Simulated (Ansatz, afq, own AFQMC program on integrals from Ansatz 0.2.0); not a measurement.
Two steps: Ansatz 0.2.0 writes the Fock matrix and Cholesky factors of the valence space, and afq projects on them the lowest state that overlaps trial and start.

```yaml
crystal:
  periodic: [false, false, false]
  atoms:
    - {symbol: Ge, position_ang: [-0.479900, 0.000000, 0.000000]}
    - {symbol: H, position_ang: [-0.991350, 1.446599, 0.000001]}
    - {symbol: H, position_ang: [-0.991350, -0.723300, 1.252791]}
    - {symbol: H, position_ang: [-0.991350, -0.723299, -1.252792]}
    - {symbol: H, position_ang: [1.229100, 0.000000, 0.000000]}
    - {symbol: C, position_ang: [2.551100, 0.000000, 0.000000]}
    - {symbol: H, position_ang: [2.965568, 0.000000, 0.996161]}
    - {symbol: H, position_ang: [2.965568, 0.000000, -0.996161]}
basis:
  gaussian: {orbitals: cc-pVDZ}
magnetization: {spin_polarized: true, initial_magnetization: 2}
correlation: {method: ccsd_t, electrons: outside_noble_gas, hamiltonian_folder: ham}
```

```sh
$ ansatz run in.yaml --threads 1 --pin off --events-out ev --progress --plain --max-ram 16896MiB --backend cuda --devices 0, --max-vram 18GiB
```

afq runs on the folder ham with

```
--method phaseless --trial cisd --walkers 4000 --populations 20 --least-time 60 --time-step 0.005 --steps-per-block 50 --equilibration-blocks 28 --max-blocks 4000 --target-error 0.00022 --factor-cut 1e-05 --start spin_pure --seed 4281 --release-times 0.24,0.51,0.99,1.62,2.4 --release-step 0.03 --release-every 3 --taylor-order 6
```

Times are imaginary, in 1/Eh. The walk had a cap of 201 s. With eight or more populations the least sampling time is a fifth of least-time, and the error comes from their spread. Filled inner d shells are frozen with the cores.

```
orbitals 56  electrons 8 6  factors 459 of 715
reference energy -2116.54640626 Eh
CCSD correlation -0.27491802 Eh in 11 cycles, weight of the determinant in the CISD state 0.8704
energy of the start -2116.819618 Eh
 block  time / (1/Eh)  mean weight  energy / Eh
     1     0.250  0.9999  -2116.815318
     2     0.500  0.9999  -2116.817573
     3     0.750  1.0000  -2116.820241
     4     1.000  0.9999  -2116.822487
     5     1.250  0.9998  -2116.824002
     8     2.000  1.0001  -2116.826838
    11     2.750  1.0002  -2116.828519
    14     3.500  1.0002  -2116.827606
    17     4.250  0.9999  -2116.828121
    20     5.000  1.0001  -2116.828676
    23     5.750  1.0000  -2116.827838
    26     6.500  1.0000  -2116.828111
    29     7.250  0.9999  -2116.828599
    32     8.000  1.0001  -2116.828845
    35     8.750  1.0000  -2116.829384
    38     9.500  0.9997  -2116.828723
    41    10.250  1.0000  -2116.828613
    44    11.000  1.0000  -2116.828092
    47    11.750  0.9998  -2116.828864
    50    12.500  0.9998  -2116.829157
    53    13.250  1.0001  -2116.828031
    56    14.000  0.9997  -2116.828616
    59    14.750  1.0001  -2116.829326
    62    15.500  0.9999  -2116.829168
    64    16.000  1.0003  -2116.827735
    65    16.250  0.9999  -2116.828414
    68    17.000  1.0004  -2116.827875
    71    17.750  1.0002  -2116.828319
    74    18.500  1.0003  -2116.828255
    77    19.250  1.0004  -2116.828350
    78    19.500  1.0000  -2116.828300
error from the spread of 20 populations
released: time / (1/Eh)  energy / Eh  error  mean overlap
  0.24  -2116.828497  0.000110  1.0004
  0.51  -2116.828576  0.000087  1.0003
  0.99  -2116.828694  0.000093  1.0007
  1.62  -2116.828563  0.000092  1.0009
  2.40  -2116.828823  0.000167  1.0001
energy -2116.828576 +/- 0.000130 Eh
(rows thinned)
```

Task: Estimate how long the walk took on 1 × NVIDIA H100 80GB HBM3 with 2 threads of AMD EPYC 7R13 Processor (Zen 3), with other jobs on the host (the card was shared).

Result: 2.6 min of wall time.

The run passed its tests (sampling time, drift between the halves within three errors, error under three times the target), which doesn't prove that it has relaxed.

Against this walk (error 3.5 meV) on the same determinant: CCSD(T) 35.5 meV higher, CCSDT(Q) 3.0 meV lower (within the noise). The error is statistical and leaves out the bias of the constraint. Released to 2.40 1/Eh the energy moves by -7 ± 6 meV (both errors), within twice the noise.

Cautions: constraint bias not in the error; no relativity below Rb; no spin-orbit coupling; inner d shell frozen; lower spins were not checked.

CCSDT and higher add their correlation energy to the determinant of the CCSD(T) run, since their own runs factorise the integrals more tightly (a shift of under 2 meV). A walk keeps the symmetry of its determinant, which the program's search chose and which needn't be the lowest solution, so a lower state of the same spin and another symmetry isn't excluded.
